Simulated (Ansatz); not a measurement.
Program: Ansatz. Geometries: PBE0-D4/def2-TZVP. ΔE: electronic, gas phase. CCSD(T)/CBS is the MP2 limit (def2-TZVPP, def2-QZVPP) plus CCSD(T) − MP2 in def2-TZVPP, frozen cores. This one scheme is used for every species, atoms too. DFT in def2-TZVPP. B3LYP here is the variant with VWN-RPA as its local correlation; programs differ in this. Open shells (•) are unrestricted, without spin–orbit coupling. Spin–orbit coupling would lower the free atoms: a little for Al, C.

Reaction (atomization): `C[NH][AlH2]` → Al• + C• + 6 H• + N•

`C[NH][AlH2]`:

Cartesian coordinates in Å:
```
C -0.893 -0.677 -0.613
N 0.313 -0.435 0.148
Al 0.975 1.107 0.704
H -1.610 -1.304 -0.070
H -0.689 -1.161 -1.575
H -1.392 0.272 -0.828
H 0.802 -1.292 0.362
H 2.327 1.068 1.529
H 0.167 2.421 0.343
```

| level | ΔE (eV) |
| --- | --- |
| ωB97X-V | 30.78 |
| B2PLYP | 30.36 |
| PBE | 30.72 |
| revPBE | 29.81 |
| B3LYP | 30.55 |
| r2SCANh | 30.36 |
| MP2/def2-TZVPP | 29.96 |
| CCSD/def2-TZVPP | 29.52 |

Q: What does CCSD(T)/CBS give? (An estimate is asked.)

A: Ansatz gave: +30.67 eV. The listed levels differ from it by 0.11, -0.31, 0.05, -0.86, -0.12, -0.31, -0.71, -1.15 eV.

Q: What do rigid-rotor, harmonic-oscillator terms from PBE0-D4/def2-TZVP frequencies (298.15 K, 1 bar) make of the CCSD(T)/CBS value? (An estimate is asked.)

A: Computed: ΔZPE = -1.84 eV, ΔH = +29.24 eV, ΔS = 872 J/(mol·K), ΔG = +26.54 eV. Open shells count their whole term as degenerate.

Largest T1 diagnostic among the species: 0.018.

At CCSD(T), def2-SVP lies −1.70 eV from the extrapolated value and def2-TZVPP −0.81 eV: correlation converges slowly with the basis, and small sets miss more of it in the bonded molecule than in its fragments. Leaving LDA and LC-ωPBE aside and taking each functional with its dispersion term where it has one, the values, not all of them listed here, spread over 0.87 eV, from BHLYP-D4 to B97M-V. LDA lies +3.69 eV from PBE without D4, its usual overbinding.

For atomizations the MP2-based limit and the directly extrapolated one differ by several kJ/mol either way, and by 10 to 25 for some Ge, Se and Sn compounds, so smaller differences from it don't rank the levels.
